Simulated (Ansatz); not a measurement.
**Which is lower?**

Two isomers of SiH2ClO (charge -1), closed shell, relaxed at PBE0-D4/def2-TZVPD (vibrations not checked).

A:

```json
{"atom": "O1", "x (Å)": "-0.4069", "y (Å)": "0.0084", "z (Å)": "1.6660"}
{"atom": "Si2", "x (Å)": "0.0662", "y (Å)": "-0.0892", "z (Å)": "0.1959"}
{"atom": "Cl3", "x (Å)": "-1.0786", "y (Å)": "1.0853", "z (Å)": "-1.2318"}
{"atom": "H4", "x (Å)": "-0.0256", "y (Å)": "-1.4316", "z (Å)": "-0.4900"}
{"atom": "H5", "x (Å)": "1.4450", "y (Å)": "0.4272", "z (Å)": "-0.1401"}
```

B:

```
5
angstrom
O -1.1059 -0.5746 -0.3155
Si -0.3416 0.6443 0.6246
Cl 1.5438 -0.4981 1.2030
H -0.5233 -0.9331 -0.9893
H 0.4270 1.3615 -0.5228
```

Program: Ansatz 0.2.0. Basis: def2-TZVPPD. Cores are frozen in the correlated methods. B3LYP uses VWN-RPA correlation.

Which structure is lower at CCSD(T), and by how much? (To be estimated.)

The calculation gives: A, by 78.8 kJ/mol (electronic energy, against the other). By their contacts, A is SiH₂ClO ([O][SiH2][Cl]), total charge -1 and B is SiH₂ClO ([OH][SiH][Cl]), total charge -1.

All methods give the same order:

```json
{"method": "PBE-D4", "E(B) − E(A) (kJ/mol)": "72.1"}
{"method": "r2SCAN-D4", "E(B) − E(A) (kJ/mol)": "85.9"}
{"method": "PBE0-D4", "E(B) − E(A) (kJ/mol)": "71.4"}
{"method": "B3LYP-D4", "E(B) − E(A) (kJ/mol)": "76.3"}
{"method": "wB97M-V", "E(B) − E(A) (kJ/mol)": "70.1"}
{"method": "HF", "E(B) − E(A) (kJ/mol)": "75.5"}
{"method": "MP2", "E(B) − E(A) (kJ/mol)": "93.8"}
{"method": "CCSD", "E(B) − E(A) (kJ/mol)": "76.6"}
{"method": "CCSD(T)", "E(B) − E(A) (kJ/mol)": "78.8"}
```

The T1 diagnostic stays at or below 0.015.

Labels in which every atom is bracketed show which atoms are joined, not bond orders.
